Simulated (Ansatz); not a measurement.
in.yaml

```yaml
crystal:
  periodic: [false, false, false]
  atoms:
    - {symbol: C, position_ang: [0.000000, 0.082980, 1.625733]}
    - {symbol: Ga, position_ang: [0.000000, -0.036718, -0.326926]}
    - {symbol: H, position_ang: [0.000000, 1.033629, 2.158538]}
    - {symbol: H, position_ang: [0.000000, -0.785147, 2.279606]}
    - {symbol: H, position_ang: [0.000000, 1.302631, -1.195794]}
basis:
  gaussian: {orbitals: cc-pVDZ}
magnetization: {spin_polarized: false, initial_magnetization: 4}
hamiltonian: {xc: hf, pseudopotentials: {relativity: scalar}}
accuracy: high
output: {forces: true, orbitals: {seedname: orbitals}}
```

```sh
$ ansatz run in.yaml --threads 1 --pin off --events-out ev --progress --plain --max-ram 2393MiB
```

The program prints:

```
1224 factors; integrals over basis functions are off by at most 4.6e-9 eV
mean field evaluation 1: about -53812.4279 eV, gradient 1.1e1 eV
mean field evaluation 2: about -53812.4655 eV, gradient 1.1e1 eV
mean field evaluation 4: about -53813.4614 eV, gradient 9.0e-1 eV
mean field evaluation 8: about -53813.4702 eV, gradient 1.7e-1 eV
mean field evaluation 16: about -53813.4704 eV, gradient 1.1e-2 eV
mean field evaluation 32: about -53810.6152 eV, gradient 1.3e1 eV
mean field evaluation 64: about -53813.4755 eV, gradient 3.2e-1 eV
mean field -53813.53123098 eV, -1977.6107966171 hartree, gradient 1.7e-8 eV, S^2 6.000000; 2 other end points of the search recorded, 0 dependent functions left out
the calculation of the forces begins
reference -53813.53123098 eV, -1977.6107966171 hartree; 22, 18 occupied and 34, 38 virtual orbitals, 1224 factors
Total energy: -53813.53123098 eV, -1977.6107966171 hartree
Relativity: scalar
Atom 0 at     0.000000     0.082980     1.625733 Å, force    -0.000000     1.485559     2.134833 eV/Å
Atom 1 at     0.000000    -0.036718    -0.326926 Å, force    -0.000000    -4.010975    -0.480612 eV/Å
Atom 2 at     0.000000     1.033629     2.158538 Å, force    -0.000000    -0.061487    -0.223373 eV/Å
Atom 3 at     0.000000    -0.785147     2.279606 Å, force     0.000000    -0.332382    -0.596369 eV/Å
Atom 4 at     0.000000     1.302631    -1.195794 Å, force     0.000000     2.919284    -0.834478 eV/Å
Dipole moment:     0.000000     0.370444     0.128917 e Å
```

Forces (eV/Å):
```
C    0.000  1.486  2.135
Ga   0.000 -4.011 -0.481
H    0.000 -0.061 -0.223
H    0.000 -0.332 -0.596
H    0.000  2.919 -0.834
```

Ran on 1 thread of Arm Neoverse V2, shared host: 3.2 s wall, 0.22 GiB peak host memory.
